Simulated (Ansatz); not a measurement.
One change: `CCSSCC` becomes `CCSSC`.

Ansatz, PBE0-D4/def2-TZVP geometries, multiplicity 1. Each molecule was computed in one conformer, which needn't be the lowest.

```json
{"property": "LUMO energy (PBE0/def2-TZVPP) / eV", "`CCSSCC`": "0.00"}
{"property": "ideal-gas entropy at 298 K and 1 bar (rigid rotor, harmonic PBE0-D4/def2-TZVP) / J/(mol·K)", "`CCSSCC`": "383"}
{"property": "size of the dipole moment (ωB97M-V/def2-TZVPP) / D", "`CCSSCC`": "2.02"}
{"property": "HOMO energy (ωB97M-V/def2-TZVPP) / eV", "`CCSSCC`": "-8.81"}
{"property": "HOMO–LUMO gap (ωB97M-V/def2-TZVPP) / eV", "`CCSSCC`": "10.85"}
{"property": "HOMO–LUMO gap (PBE/def2-TZVPP) / eV", "`CCSSCC`": "4.45"}
```

(1) Give the same properties after the change, and the shifts. (Best estimate.)

Results:

(1) Computed: 
```json
{"property": "LUMO energy (PBE0/def2-TZVPP) / eV", "`CCSSC`": "-0.04", "shift": "-0.04"}
{"property": "ideal-gas entropy at 298 K and 1 bar (rigid rotor, harmonic PBE0-D4/def2-TZVP) / J/(mol·K)", "`CCSSC`": "361", "shift": "-22"}
{"property": "size of the dipole moment (ωB97M-V/def2-TZVPP) / D", "`CCSSC`": "2.01", "shift": "-0.01"}
{"property": "HOMO energy (ωB97M-V/def2-TZVPP) / eV", "`CCSSC`": "-8.84", "shift": "-0.03"}
{"property": "HOMO–LUMO gap (ωB97M-V/def2-TZVPP) / eV", "`CCSSC`": "10.84", "shift": "-0.01"}
{"property": "HOMO–LUMO gap (PBE/def2-TZVPP) / eV", "`CCSSC`": "4.43", "shift": "-0.02"}
```

The zero-point energy changes by -75.4 kJ/mol with -9 modes. Dipoles are sizes alone; their direction can turn. Modes under 60 cm⁻¹, often nearly free rotors, make the harmonic entropy too high.
